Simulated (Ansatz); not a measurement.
A geometry optimisation of C2H7O3+ with PBE0-D3(BJ)/def2-SVP

The starting geometry of this gas-phase singlet was optimised with GFN2-xTB; its bonds are those of `OC(O)C[OH2+]`.

```xyz
12

C    -1.8284   -0.6467    1.5605
C    -0.5179   -0.3970    0.7494
O    -2.6932   -1.4196    0.7130
O    -0.1408    0.8950    0.9304
O    -0.8965   -0.6626   -0.6229
H    -2.6971   -2.3653    0.9494
H    -1.6390   -1.1312    2.5150
H    -2.3094    0.3209    1.7317
H     0.2580   -1.1365    0.9859
H     0.7935    1.0590    0.7444
H    -2.0824   -1.2288   -0.2436
H    -1.0297    0.1800   -1.0920
```

**Question.** Where would you expect an optimisation with PBE0-D3(BJ)/def2-SVP to take it?

**Answer.** A bond breaks, leaving `OC[C@H](O)[OH2+]`. Distances that change by over a tenth: O5–H11 (1.37 → 1.02 Å). Contacts that open: O3–H11 (1.15 → 1.58 Å).

The energy falls by 0.17 eV over 27 steps:

| step | E − E(last) (eV) |
| --- | --- |
| 1 | 0.173 |
| 4 | 0.110 |
| 7 | 0.074 |
| 10 | 0.039 |
| 13 | 0.032 |
| 15 | 0.031 |
| 18 | 0.029 |
| 21 | 0.002 |
| 24 | 0.000 |
| 27 | 0.000 |

Final geometry (Å):

```xyz
12

C    -1.7796   -0.7210    1.5616
C    -0.5083   -0.3731    0.8071
O    -2.3670   -1.7514    0.8005
O    -0.1494    0.8927    0.9792
O    -0.9319   -0.5995   -0.6867
H    -3.2306   -2.0261    1.1352
H    -1.5147   -1.0414    2.5821
H    -2.4133    0.1816    1.6228
H     0.2886   -1.1258    0.8983
H     0.7983    1.0336    0.8386
H    -1.7182   -1.2391   -0.5433
H    -1.2566    0.2366   -1.0743
```

Frequencies at the end are all real (lowest 142 cm⁻¹). Run with Ansatz 0.2.0, 63 s on 2 threads of Arm Neoverse V1, on a shared host.
